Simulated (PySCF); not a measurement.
CS, optimised at HF/6-31G*:

```xyz
2

C      0.0036    -0.5601     0.5133
S     -0.0036     0.5601    -0.5133
```

Method: PySCF energies (xtb for GFN2) plus ideal-gas RRHO corrections (1 bar). 6-31G* has spherical d functions here. All species are closed-shell singlets. B3LYP is the form with VWN-RPA correlation.

Task: List the harmonic frequencies (cm⁻¹, unscaled) at this level and at the other levels, each on its own geometry.

Result: 
- HF/6-31G*: 1427
- B3LYP/6-31G*: 1291
- GFN2-xTB: 1386
- PBE/def2-SVP: 1274
- PBE0/def2-TZVP: 1333
